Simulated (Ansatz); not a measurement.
**CHAl (triplet): from Hartree-Fock to the top rungs at distance Al1–C2 = 3.614 Å, cc-pVDZ**

How much of the correlation energy of CHAl (triplet) does each wave-function method recover here?

Method: cc-pVDZ, core rule «outside noble gas», up to 6 orbitals frozen; program: Ansatz 0.2.0, Gaussian basis.

Plan: UHF; CCSD(T) on ROHF; CCSD(T) on UHF; BCCD(T) on ROHF; CISD as a restricted active space (open shells left free, so some higher excitations enter); CCSDT(Q) on ROHF; CCSDT(Q) on UHF; CISDTQ; CCSDTQ on ROHF; CCSDTQ on UHF; CASSCF and MRCISD+Q, 4 electrons in 4 orbitals; CASSCF and NEVPT2, 4 electrons in 4 orbitals; CASSCF and MRCISD+Q, 8 electrons in 9 orbitals; CASSCF and NEVPT4(SD), 8 electrons in 9 orbitals; CASSCF and NEVPT2, 8 electrons in 9 orbitals; Full CI.

**1. The geometry**

The geometry derives from a PBE0/def2-TZVP stationary point (not a proven minimum). One bond is set to the value named and the two fragments are kept rigid.

3 atoms, charge 0, spin multiplicity 3.

Atoms are counted from 1 here; the program's logs count them from 0.

Bond lengths: Al1–H3 1.601 Å.

**2. UHF**

in.yaml

```yaml
crystal:
  periodic: [false, false, false]
  atoms:
    - {symbol: Al, position_ang: [0.000000, 0.000000, 0.671033]}
    - {symbol: C, position_ang: [0.000000, 0.000000, -2.942967]}
    - {symbol: H, position_ang: [0.000000, 0.000000, 2.271933]}
basis:
  gaussian: {orbitals: cc-pVDZ}
magnetization: {spin_polarized: true, initial_magnetization: 2}
hamiltonian: {xc: hf}
output: {orbitals: {seedname: orbitals}}
```

Started as:

```console
ansatz run in.yaml --threads 1 --pin off --events-out ev --progress --plain --max-ram 2624MiB --backend cpu
```

The runs that follow: CCSD(T) on ROHF; CCSD(T) on UHF; BCCD(T) on ROHF; CISD as a restricted active space (open shells left free, so some higher excitations enter); CCSDT(Q) on ROHF; CCSDT(Q) on UHF; CISDTQ; CCSDTQ on ROHF; CCSDTQ on UHF; CASSCF and MRCISD+Q, 4 electrons in 4 orbitals; CASSCF and NEVPT2, 4 electrons in 4 orbitals; CASSCF and MRCISD+Q, 8 electrons in 9 orbitals; CASSCF and NEVPT4(SD), 8 electrons in 9 orbitals; CASSCF and NEVPT2, 8 electrons in 9 orbitals; Full CI.

Before running them: what should the planned runs give, taken together? Wanted: FCI from the RHF energy; RMP2 from FCI; UMP2 from FCI; RCCSD from FCI; RCCSD(T) from FCI; UCCSD(T) from FCI; RCCSDT(Q) from FCI; UCCSDT(Q) from FCI; NEVPT2 pair from FCI.

The runs gave:

| quantity | value |
| --- | --- |
| FCI from the ROHF energy | -4.2222 eV |
| RMP2 from FCI | +28.69 kcal/mol |
| UMP2 from FCI | +28.41 kcal/mol |
| RCCSD from FCI | +2.04 kcal/mol |
| RCCSD(T) from FCI | +0.58 kcal/mol |
| UCCSD(T) from FCI | +0.56 kcal/mol |
| RCCSDT(Q) from FCI | +0.01 kcal/mol |
| UCCSDT(Q) from FCI | -0.01 kcal/mol |
| NEVPT2 pair from FCI | +24.00 kcal/mol |
| MRCISD+Q pair from FCI | -0.93 kcal/mol |
| NEVPT2 valence from FCI | +17.21 kcal/mol |
| levels within 1 kcal/mol (43 meV) | RCCSD(T), UCCSD(T), BCCD(T), RCCSDT, UCCSDT, CISDTQ, RCCSDT(Q), UCCSDT(Q), RCCSDTQ, UCCSDTQ, MRCISD+Q pair, MRCISD+Q valence |
| T1 diagnostic | 0.017 |
| effectively unpaired electrons | 2.12 |

RCCSD(T) misses by +0.58 kcal/mol, 0.6 % of the correlation energy. MRCISD+Q pair falls below full CI: the +Q correction isn't variational, and the cores differ from full CI's. One determinant dominates. Of the multireference levels listed MRCISD+Q valence comes nearest in total energy (+0.14 kcal/mol), which doesn't show that its space is the better one. Coupled cluster took another determinant than the lowest Hartree-Fock one. These misses are within one basis, not against nature; the frozen cores of restricted and unrestricted runs differ, which can shift their rows.

Levels on UHF freeze UHF's core orbitals, full CI those of ROHF, so the U rows can settle a little off it for that reason alone.

With open shells the CI space here admits some higher excitations, so it is larger than plain CISD.
